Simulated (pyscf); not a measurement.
## Routes from F–GeH₂–F + NH₃

Candidate steps break at most two bonds and form at most two. Each was searched with GFN2-xTB (tblite) first. PySCF, gas phase, ωB97X-D3(BJ)/def2-SVP geometries. Energies: ωB97M-D3(BJ)/def2-TZVP, kJ/mol, from the separated reactants, singlet surface; ΔG‡ with ideal gas, 1 atm, RRHO with modes under 100 cm⁻¹ raised to 100, one conformer, R ln 2 for chiral ones without a mode under 150 cm⁻¹.

```json
[
 {"products": "HF + H₂N–GeH₂–F", "type": "four-centre exchange", "ΔE‡": "42.3", "ΔE": "+52.1", "ΔG‡ 298 K": "–", "ΔG‡ 900 K": "–", "ν‡ (cm⁻¹)": "695i"},
 {"products": "H₂N–GeH(F)–F + H₂", "type": "four-centre exchange", "ΔE‡": "170.0", "ΔE": "-5.0", "ΔG‡ 298 K": "203.8", "ΔG‡ 900 K": "290.1", "ν‡ (cm⁻¹)": "1589i"}
]
```

A dash marks a saddle under its separated products, where this table gives no free-energy barrier. Row 1: On the reactant side the descent ends in an adduct with a Ge–N contact, 18.7 kJ/mol under the separated species and 56.7 kJ/mol under the saddle at ωB97X-D3(BJ)/def2-TZVP. On the product side the descent ends in a bound adduct, 45.4 kJ/mol under the separated species and 34.1 kJ/mol under the saddle at ωB97X-D3(BJ)/def2-TZVP. Row 2: On the reactant side the descent ends in a bound adduct, 41.8 kJ/mol under the separated species and 207.7 kJ/mol under the saddle at ωB97X-D3(BJ)/def2-TZVP. 

Plain bond fissions and candidates not yet searched are not listed, and one of them may be faster. Each barrier is that of the saddle found; lower ones may exist. Elements up to Kr have no core potential and no relativistic terms here.
